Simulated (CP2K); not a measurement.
# Cl2 (chlorine): PBE0/TZV2P-MOLOPT-PBE0-GTH (core potential)

Aim: the energy change on altering one bond length of Cl2 (chlorine) at PBE0/TZV2P-MOLOPT-PBE0-GTH (core potential), from 2 runs. 

The calculation is run with CP2K 2026.2.

1 further run of the same task is left out (it didn't finish).

## (1) The molecule

The species is Cl2 (2 atoms), meant as a singlet with charge 0. As SMILES, `ClCl`. Geometry: relaxed at PBE0-D4/def2-TZVP.

Bond lengths: Cl1–Cl2 1.982 Å.

## (2) The energy at PBE0/TZV2P-MOLOPT-PBE0-GTH (core potential)

File job.inp:

```
&GLOBAL
   PROJECT_NAME job
   RUN_TYPE ENERGY
   PRINT_LEVEL MEDIUM
&END GLOBAL
&FORCE_EVAL
   METHOD QS
   &DFT
      BASIS_SET_FILE_NAME BASIS_MOLOPT_UZH
      BASIS_SET_FILE_NAME BASIS_ADMM_UZH
      POTENTIAL_FILE_NAME POTENTIAL_UZH
      ! Quickstep
      &QS
         METHOD GPW
         EPS_DEFAULT 1.0E-10
      &END QS
      ! plane-wave cutoff in Ry
      &MGRID
         CUTOFF 400
         REL_CUTOFF 50
         NGRIDS 4
      &END MGRID
      &POISSON
         PERIODIC NONE
         POISSON_SOLVER WAVELET
      &END POISSON
      &SCF
         SCF_GUESS ATOMIC
         EPS_SCF 1.0E-06
         MAX_SCF 100
         ADDED_MOS 5
         &DIAGONALIZATION
            ALGORITHM STANDARD
         &END DIAGONALIZATION
         &MIXING
            METHOD DIRECT_P_MIXING
            ALPHA 0.4
         &END MIXING
      &END SCF
      &XC
         &XC_FUNCTIONAL
            &PBE
               SCALE_X 0.75
               SCALE_C 1.0
            &END PBE
         &END XC_FUNCTIONAL
         ! exact exchange
         &HF
            FRACTION 0.25
            &SCREENING
               EPS_SCHWARZ 1.0E-09
            &END SCREENING
            &MEMORY
               MAX_MEMORY 1050
            &END MEMORY
         &END HF
      &END XC
      &AUXILIARY_DENSITY_MATRIX_METHOD
         ADMM_TYPE ADMMS
         EXCH_CORRECTION_FUNC PBEX
      &END AUXILIARY_DENSITY_MATRIX_METHOD
      ! extra output
      &PRINT
         &MOMENTS
            PERIODIC F
            REFERENCE COM
            MAX_MOMENT 1
         &END MOMENTS
         &MO ON
            ENERGIES T
            OCCUPATION_NUMBERS T
            NDIGITS 6
            &EACH
               QS_SCF 0
            &END EACH
            ADD_LAST NUMERIC
         &END MO
         &HIRSHFELD OFF
         &END HIRSHFELD
      &END PRINT
   &END DFT
   &SUBSYS
      &CELL
         ABC 11.7 11.7 11.7
         PERIODIC NONE
      &END CELL
      &COORD
         SCALED T
         Cl   0.57228120   0.47593162   0.53705983
         Cl   0.42771880   0.52406838   0.46294017
      &END COORD
      &KIND Cl
         BASIS_SET ORB TZV2P-MOLOPT-PBE0-GTH-q7
         BASIS_SET AUX_FIT admm-tzp-q7
         POTENTIAL GTH-PBE0-q7
      &END KIND
   &END SUBSYS
&END FORCE_EVAL
```

On the command line:

```sh
$ OMP_NUM_THREADS=1 cp2k.psmp -i job.inp > job.out 2>&1
```

What it wrote:

```text
CP2K| version string:                                       CP2K version 2026.2
[...]
 GLOBAL| Method name                                                        CP2K
[...]
 GLOBAL| Run type                                                         ENERGY
[...]
 DFT| Spin restricted Kohn-Sham (RKS) calculation                            RKS
 DFT| Multiplicity                                                             1
[...]
 DFT| Charge                                                                   0
[...]
 FUNCTIONAL| PBE:
 QS| Method:                                                                 GPW
[...]
 QS| Density cutoff [a.u.]:                                                200.0
[...]
 QS| Relative density cutoff [a.u.]:                                        25.0
[...]
                             - Atoms:                                          2
[...]
                             - Spherical basis functions:                     58
[...]
 Number of electrons:                                                         14
[...]
     1 P_Mix/Diag. 0.40E+00    3.8     1.38173765       -29.5518996522 -2.96E+01
[...]
    17 DIIS/Diag.  0.34E-07    3.4     0.00000008       -29.9566345820 -2.24E-13
  *** SCF run converged in    17 steps ***
[...]
  Overlap energy of the core charge distribution:               0.00000000185163
  Self energy of the core charge distribution:                -66.93968413859793
  Core Hamiltonian energy:                                     15.37165802240346
  Hartree energy:                                              27.40056514964954
  Exchange-correlation energy:                                 -4.46497392488244
  Hartree-Fock Exchange energy:                                -1.32419969242149
  Total energy:                                               -29.95663458199723
[...]
                     Mulliken Population Analysis
 #  Atom  Element  Kind  Atomic population                           Net charge
       1     Cl       1          7.000000                              0.000000
       2     Cl       1          7.000000                             -0.000000
 # Total charge                             14.000000                 -0.000000
[...]
  Dipole moment [Debye]
    X= -0.4997237E-08 Y=  0.3600799E-07 Z= -0.5484032E-07  Total=      0.0000001
 ENERGY| Total FORCE_EVAL ( QS ) energy [hartree]            -29.956634581997228
[...]
```

Wall time 59 s (1 thread of Arm Neoverse V2, shared host); peak memory 1.3 GiB.

## (3) The distorted shape

File calc.inp:

```
&GLOBAL
    PROJECT calc
    RUN_TYPE ENERGY
    PRINT_LEVEL MEDIUM
&END GLOBAL
&FORCE_EVAL
    METHOD Quickstep
    &DFT
        BASIS_SET_FILE_NAME BASIS_MOLOPT_UZH
        BASIS_SET_FILE_NAME BASIS_ADMM_UZH
        POTENTIAL_FILE_NAME POTENTIAL_UZH
        CHARGE 0
        MULTIPLICITY 1
        &QS
            METHOD GPW
            EPS_DEFAULT 1.0E-10
        &END QS
        &MGRID
            CUTOFF 400
            REL_CUTOFF 50
            NGRIDS 4
        &END MGRID
        &POISSON
            PERIODIC NONE
            POISSON_SOLVER WAVELET
        &END POISSON
        # self-consistent field
        &SCF
            SCF_GUESS ATOMIC
            EPS_SCF 1.0E-06
            MAX_SCF 30
            &OT ON
                MINIMIZER DIIS
                PRECONDITIONER FULL_ALL
            &END OT
            &OUTER_SCF
                EPS_SCF 1.0E-06
                MAX_SCF 8
            &END OUTER_SCF
        &END SCF
        # exchange and correlation
        &XC
            &XC_FUNCTIONAL
                &PBE
                    SCALE_X 0.75
                    SCALE_C 1.0
                &END PBE
            &END XC_FUNCTIONAL
            # exact exchange
            &HF
                FRACTION 0.25
                &SCREENING
                    EPS_SCHWARZ 1.0E-09
                    SCREEN_ON_INITIAL_P F
                &END SCREENING
                &INTERACTION_POTENTIAL
                    POTENTIAL_TYPE COULOMB
                &END INTERACTION_POTENTIAL
                &MEMORY
                    MAX_MEMORY 1050
                &END MEMORY
            &END HF
        &END XC
        &AUXILIARY_DENSITY_MATRIX_METHOD
            ADMM_TYPE ADMMS
            EXCH_CORRECTION_FUNC PBEX
        &END AUXILIARY_DENSITY_MATRIX_METHOD
        # extra output
        &PRINT
            &MOMENTS
                PERIODIC F
                REFERENCE COM
                MAX_MOMENT 1
            &END MOMENTS
            &MO_CUBES
                NLUMO 3
                NHOMO -1
                WRITE_CUBE F
            &END MO_CUBES
            &HIRSHFELD OFF
            &END HIRSHFELD
        &END PRINT
    &END DFT
    &SUBSYS
        &CELL
            ABC [angstrom] 11.9 11.9 11.9
            PERIODIC NONE
        &END CELL
        &COORD
            Cl     1.099410    -0.366084     0.563687
            Cl    -0.845690     0.281600    -0.433600
        &END COORD
        &TOPOLOGY
            &CENTER_COORDINATES
            &END CENTER_COORDINATES
        &END TOPOLOGY
        &KIND Cl
            BASIS_SET ORB TZV2P-MOLOPT-PBE0-GTH-q7
            BASIS_SET AUX_FIT admm-tzp-q7
            POTENTIAL GTH-PBE0-q7
        &END KIND
    &END SUBSYS
&END FORCE_EVAL
```

On the command line:

```sh
$ OMP_NUM_THREADS=1 cp2k.psmp -i calc.inp -o calc.out
```

What it wrote:

```text
CP2K| version string:                                       CP2K version 2026.2
[...]
 GLOBAL| Method name                                                        CP2K
[...]
 GLOBAL| Run type                                                         ENERGY
[...]
 DFT| Spin restricted Kohn-Sham (RKS) calculation                            RKS
 DFT| Multiplicity                                                             1
[...]
 DFT| Charge                                                                   0
[...]
 FUNCTIONAL| PBE:
 QS| Method:                                                                 GPW
[...]
 QS| Density cutoff [a.u.]:                                                200.0
[...]
 QS| Relative density cutoff [a.u.]:                                        25.0
[...]
                             - Atoms:                                          2
[...]
                             - Spherical basis functions:                     58
[...]
 Number of electrons:                                                         14
[...]
     1 OT DIIS     0.15E+00    3.8     0.07987154       -29.6042231692 -2.96E+01
[...]
    18 OT DIIS     0.15E+00    3.3     0.00000048       -29.9329340716 -8.89E-11
  *** SCF run converged in    18 steps ***
[...]
  Overlap energy of the core charge distribution:               0.00000000000185
  Self energy of the core charge distribution:                -66.93968413859793
  Core Hamiltonian energy:                                     15.15842075203729
  Hartree energy:                                              27.55080390970976
  Exchange-correlation energy:                                 -4.40128499835429
  Hartree-Fock Exchange energy:                                -1.30118959638560
  Total energy:                                               -29.93293407158893
[...]
                     Mulliken Population Analysis
 #  Atom  Element  Kind  Atomic population                           Net charge
       1     Cl       1          7.000000                              0.000000
       2     Cl       1          7.000000                             -0.000000
 # Total charge                             14.000000                  0.000000
[...]
  Dipole moment [Debye]
    X=  0.4358625E-06 Y= -0.3134914E-06 Z=  0.3436040E-05  Total=      0.0000035
[...]
 HOMO - LUMO gap [eV] :    3.994368
 ENERGY| Total FORCE_EVAL ( QS ) energy [hartree]            -29.932934071588928
[...]
```

Wall time 64 s (1 thread of Arm Neoverse V2, shared host); peak memory 1.3 GiB.

## (4) Results

Level: PBE0/TZV2P-MOLOPT-PBE0-GTH (core potential).

| quantity | value |
| --- | --- |
| first shape: total energy | -29.95663 Eh |
| first shape: dipole moment | 0.00 D |
| first shape: HOMO energy | -8.66 eV |
| first shape: LUMO energy | -3.10 eV |
| first shape: HOMO–LUMO gap | 5.56 eV |
| distorted shape: total energy | -29.93293 Eh |
| distorted shape: dipole moment | 0.00 D |
| distorted shape: HOMO energy | -9.24 eV |
| distorted shape: LUMO energy | -5.25 eV |
| distorted shape: HOMO–LUMO gap | 3.99 eV |
| energy change with the Cl1–Cl2 bond stretched from 1.982 to 2.280 Å | 0.645 eV |

What this shows: With the Cl1–Cl2 bond stretched from 1.982 to 2.280 Å the energy rises by 0.64 eV (62.2 kJ/mol).
